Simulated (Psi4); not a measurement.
# One shape, several levels: singlet [SiN2H5]+

We compute a comparison of 3 runs (DSD-PBEP86/def2-SVPD, wB97X-V/def2-SVPD, MP3/def2-SVPD) of singlet [SiN2H5]+. 

The results are computed with Psi4 1.11.

### 1 The structure to begin with

[SiN2H5]+: 8 atoms, total charge +1, spin state singlet. As SMILES of the parent species, `N[SiH]N`. The coordinates come from a PBE0-D4/def2-TZVP relaxation. This is one conformer, not always the lowest. That shape belongs to the parent species and isn't relaxed for this state.

Bond lengths: N1–Si2 1.713 Å, Si2–N3 1.720 Å, N1–H4 1.008 Å, N1–H5 1.005 Å, Si2–H6 1.504 Å, N3–H7 1.008 Å, N3–H8 1.008 Å. Angles: N1–Si2–N3 106.1°, N1–Si2–H6 117.2°, N3–Si2–H6 103.6°, Si2–N1–H4 122.2°, Si2–N1–H5 121.8°, Si2–N3–H7 120.2°, Si2–N3–H8 119.6°, H4–N1–H5 112.8°, H7–N3–H8 111.5°.

### 2 A single-point energy at DSD-PBEP86/def2-SVPD (density fitting for correlation) (run 1)

File calc.dat:

```
memory 2200 mb

molecule {
  1 1
  N
  Si 1 1.712841
  N 2 1.72046 1 106.10273
  H 1 1.008265 2 122.17987 3 43.63343
  H 1 1.004655 4 112.76056 2 -160.06737
  H 2 1.504214 1 117.1628 5 86.90597
  H 3 1.007932 2 120.16142 6 -179.4117
  H 3 1.007558 7 111.47268 2 -147.47527
  units angstrom
  symmetry c1
  no_reorient
  no_com
}

set {
  basis def2-SVPD
  puream true
  e_convergence 1e-09
  d_convergence 1e-08
  scf_type pk
  dft_radial_points 99
  dft_spherical_points 590
  num_frozen_docc 7
}

result, w = energy('dsd-pbep86', return_wfn=True)
```

On the command line:

```console
psi4 -n 1 calc.dat calc.out
```

calc.out:

```text
[...]
  Running in c1 symmetry.
[...]
  Nuclear repulsion =  111.028692667126506
[...]
  Multiplicity = 1
[...]
  Nalpha       = 16
  Nbeta        = 16
[...]
    Number of basis functions: 104
[...]
   @RKS iter   1:  -400.64331903831459   -2.16907e-01   5.88322e-03 DIIS/ADIIS
[...]
   @RKS iter  12:  -400.82556340879671   -6.25278e-12   4.18851e-09 DIIS
[...]
  @RKS Final Energy:  -400.82556340879671
   => Energetics <=
    Nuclear Repulsion Energy =            111.0286926671265064
    One-Electron Energy =                -765.0001991948792011
    Two-Electron Energy =                 263.4657862059972899
    DFT Exchange-Correlation Energy =     -10.3198430870412832
    Empirical Dispersion Energy =           0.0000000000000000
    VV10 Nonlocal Energy =                  0.0000000000000000
    Total Energy =                       -400.8255634087967110
[...]
 Multipole Moments:
 ------------------------------------------------------------------------------------
     Multipole            Electronic (a.u.)      Nuclear  (a.u.)        Total (a.u.)
 ------------------------------------------------------------------------------------
 L = 1.  Multiply by 2.5417464519 to convert [e a0] to [Debye]
 Dipole X            :          1.2420557           -0.9253270            0.3167287
 Dipole Y            :          1.5680761           -1.1673223            0.4007538
 Dipole Z            :          1.0286988           -0.5978547            0.4308442
 Magnitude           :                                                    0.6682420
[...]
```

Wall time 25 s (1 thread of Intel Xeon Platinum 8488C (Sapphire Rapids), shared host); peak memory 1.1 GiB.

### 3 A single-point energy at wB97X-V/def2-SVPD (run 2)

File h5n2si.inp:

```
memory 2200 mb

molecule system {
  1 1
  N
  Si 1 1.712841
  N 2 1.72046 1 106.10273
  H 1 1.008265 2 122.17987 3 43.63343
  H 1 1.004655 4 112.76056 2 -160.06737
  H 2 1.504214 1 117.1628 5 86.90597
  H 3 1.007932 2 120.16142 6 -179.4117
  H 3 1.007558 7 111.47268 2 -147.47527
  symmetry c1
  no_reorient
  no_com
}

set {
  puream true
  e_convergence 1e-09
  d_convergence 1e-08
  scf_type pk
  dft_radial_points 99
  dft_spherical_points 590
}

energy("wb97x-v/def2-SVPD")
```

On the command line:

```console
psi4 -i h5n2si.inp -o h5n2si.out -n 1
```

h5n2si.out:

```text
[...]
  Running in c1 symmetry.
[...]
  Nuclear repulsion =  111.028692667126506
[...]
  Multiplicity = 1
[...]
  Nalpha       = 16
  Nbeta        = 16
[...]
    Number of basis functions: 104
[...]
   @RKS iter   1:  -401.25820412657441   -1.68524e-01   6.77160e-03 ADIIS/DIIS
[...]
   @RKS iter  13:  -401.49261469872266   -5.68434e-12   3.88467e-09 DIIS
[...]
  @RKS Final Energy:  -401.49261469872266
   => Energetics <=
    Nuclear Repulsion Energy =            111.0286926671265064
    One-Electron Energy =                -765.0680475442769648
    Two-Electron Energy =                 278.6862673144718769
    DFT Exchange-Correlation Energy =     -26.2708710771310550
    Empirical Dispersion Energy =           0.0000000000000000
    VV10 Nonlocal Energy =                  0.1313439410870020
    Total Energy =                       -401.4926146987226616
[...]
 Multipole Moments:
 ------------------------------------------------------------------------------------
     Multipole            Electronic (a.u.)      Nuclear  (a.u.)        Total (a.u.)
 ------------------------------------------------------------------------------------
 L = 1.  Multiply by 2.5417464519 to convert [e a0] to [Debye]
 Dipole X            :          1.1859462           -0.9253270            0.2606192
 Dipole Y            :          1.4754309           -1.1673223            0.3081085
 Dipole Z            :          0.9800844           -0.5978547            0.3822298
 Magnitude           :                                                    0.5558353
[...]
```

It took 2.6 min on 1 thread of Intel Xeon Platinum 8488C (Sapphire Rapids), shared host; peak memory 1.2 GiB.

### 4 The energy at MP3/def2-SVPD (run 3)

File h5n2si.xyz:

```xyz
8
H5N2Si
N     -1.027000     0.622100    -0.768300
Si     0.527700     0.579900    -0.050700
N      0.789500    -1.052600     0.425100
H     -1.817900     0.144500    -0.364600
H     -1.296600     1.349400    -1.406800
H      0.716400     1.354100     1.225100
H      0.730800    -1.794000    -0.255200
H      1.468900    -1.260500     1.139500
```

File calc.py:

```python
import psi4

psi4.set_memory('2200 MB')
psi4.set_num_threads(1)
psi4.core.set_output_file('h5n2si.out', False)

with open('h5n2si.xyz') as f:
    atoms = ''.join(f.readlines()[2:])
molecule = psi4.geometry('1 1\n' + atoms + 'symmetry c1\nno_reorient\nno_com')

psi4.set_options({
    'basis': 'def2-SVPD',
    'reference': 'rhf',
    'puream': True,
    'e_convergence': 1e-09,
    'd_convergence': 1e-08,
    'scf_type': 'pk',
    'num_frozen_docc': 7,
    'mp_type': 'conv',
})

e_tot = psi4.energy("mp3", molecule=molecule)
print(f'total energy {e_tot:.8f} hartree = {e_tot * 27.211386:.5f} eV')
```

On the command line:

```console
python calc.py
```

h5n2si.out:

```text
[...]
  Running in c1 symmetry.
[...]
  Nuclear repulsion =  111.028710907775093
[...]
  Multiplicity = 1
[...]
  Nalpha       = 16
  Nbeta        = 16
[...]
    Number of basis functions: 104
[...]
   @RHF iter   1:  -400.18886064645761   -3.67998e-01   4.90782e-03 ADIIS/DIIS
[...]
   @RHF iter  13:  -400.33005937229888   -3.06954e-12   2.27784e-09 DIIS
[...]
  @RHF Final Energy:  -400.33005937229888
   => Energetics <=
    Nuclear Repulsion Energy =            111.0287109077750927
    One-Electron Energy =                -764.8692394433747950
    Two-Electron Energy =                 253.5104691633007974
    Total Energy =                       -400.3300593722988765
[...]
 Multipole Moments:
 ------------------------------------------------------------------------------------
     Multipole            Electronic (a.u.)      Nuclear  (a.u.)        Total (a.u.)
 ------------------------------------------------------------------------------------
 L = 1.  Multiply by 2.5417464519 to convert [e a0] to [Debye]
 Dipole X            :         -9.4757272           10.4443273            0.9686001
 Dipole Y            :         -8.5546201            9.2570124            0.7023923
 Dipole Z            :          4.8441846           -5.2424782           -0.3982936
 Magnitude           :                                                    1.2610230
[...]
	SCS-MP2 Total Energy (a.u.)        :  -400.78302732508354
	SOS-MP2 Total Energy (a.u.)        :  -400.78153274091096
[...]
	SOS-PI-MP2 Total Energy (a.u.)     :  -400.81626146157345
[...]
	MP2 Total Energy (a.u.)            :  -400.78601649342880
[...]
	SCS-MP3 Total Energy (a.u.)        :  -400.78874697532524
[...]
	MP3 Total Energy (a.u.)            :  -400.80889509439555
[...]
```

On the terminal:

```text
total energy -400.80889509 hartree = -10906.56556 eV
```

Run time: 17 s. Hardware: 1 thread of Intel Xeon Platinum 8488C (Sapphire Rapids), shared host; peak memory 1.1 GiB.

### 5 All runs side by side

```
run                                                   level  fitting correlation  frozen core orbitals  energy (Eh)  HOMO energy (eV)  LUMO energy (eV)  HOMO–LUMO gap (eV)  wall time
  1  DSD-PBEP86/def2-SVPD (density fitting for correlation)      density fitting                     7  -401.069415            -15.74             -7.50                8.24       25 s
  2                                       wB97X-V/def2-SVPD                    –                     0  -401.492615            -16.00             -7.25                8.75    2.6 min
  3                                           MP3/def2-SVPD                 none                     7  -400.808895            -16.91             -6.22               10.69       17 s
```

### 6 Results

| quantity | value |
| --- | --- |
| run 3: total energy | -400.80890 Eh |
| run 3: HOMO energy (Hartree–Fock orbitals) | -16.91 eV |
| run 3: LUMO energy (Hartree–Fock orbitals) | -6.22 eV |
| run 3: HOMO–LUMO gap (Hartree–Fock orbitals) | 10.69 eV |
| run 3: correlation energy (7 core orbitals frozen) | -478.8 mEh |

Totals of different functionals can't be ranked against each other. All runs together took 3.3 min, the longest 2.6 min.
